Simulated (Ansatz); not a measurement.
# Si₂H₂+ (quartet): the correlation ladder, def2-QZVPP

An exercise on one series of results from a longer session: the logs are not shown, and one member is left open.

Program: Ansatz 0.2.0, Gaussian basis. Level of theory: def2-QZVPP, core rule «outside noble gas», up to 10 orbitals frozen. These are calculated values, not measurements.

To be run: UHF; ROHF; CCSD(T) on UHF.

2 further runs of the same task are left out: 2 set aside as unsound or not needed.

## What is computed

The geometry is a PBE0/def2-TZVP stationary point (not a proven minimum) of the parent state, kept for this charge and spin.

4 atoms, charge 1, spin multiplicity 4.

Atoms are counted from 1 here; the program's logs count them from 0.

Bond lengths: Si1–Si2 2.273 Å, Si1–H3 1.514 Å, Si2–H4 1.514 Å. Angles: Si2–Si1–H3 104.6°, Si1–Si2–H4 104.6°.

Set-up of the first run:

Input file in.yaml:

```yaml
crystal:
  periodic: [false, false, false]
  atoms:
    - {symbol: Si, position_ang: [0.000000, -0.135595, 1.128508]}
    - {symbol: Si, position_ang: [0.000000, 0.135595, -1.128508]}
    - {symbol: H, position_ang: [0.000000, 1.273421, 1.682307]}
    - {symbol: H, position_ang: [0.000000, -1.273421, -1.682307]}
basis:
  gaussian: {orbitals: "def2-QZVPP.json"}
total_charge: 1
magnetization: {spin_polarized: true, initial_magnetization: 3}
hamiltonian: {xc: hf}
output: {orbitals: {seedname: orbitals}}
```

On the command line:

```console
> ansatz run in.yaml --threads 1 --pin off --events-out ev --progress --plain --max-ram 3968MiB --backend cpu
```

Among the steps run: UHF; ROHF; CCSD(T) on UHF.

One of the session's tables, all rows but one given; the rest of the session is left out.

| method | from UCCSD(T) (kJ/mol) |
| --- | --- |
| ROHF | ? |
| UHF | +532.3 |
| UMP2 | +106.3 |
| UCCSD | +23.7 |
| UCCSD(T) | 0 |

Q: Estimate the row for ROHF from the others.

The run gave: from UCCSD(T) (kJ/mol): +540.3. In the column «from UCCSD(T) (kJ/mol)» it is the highest.
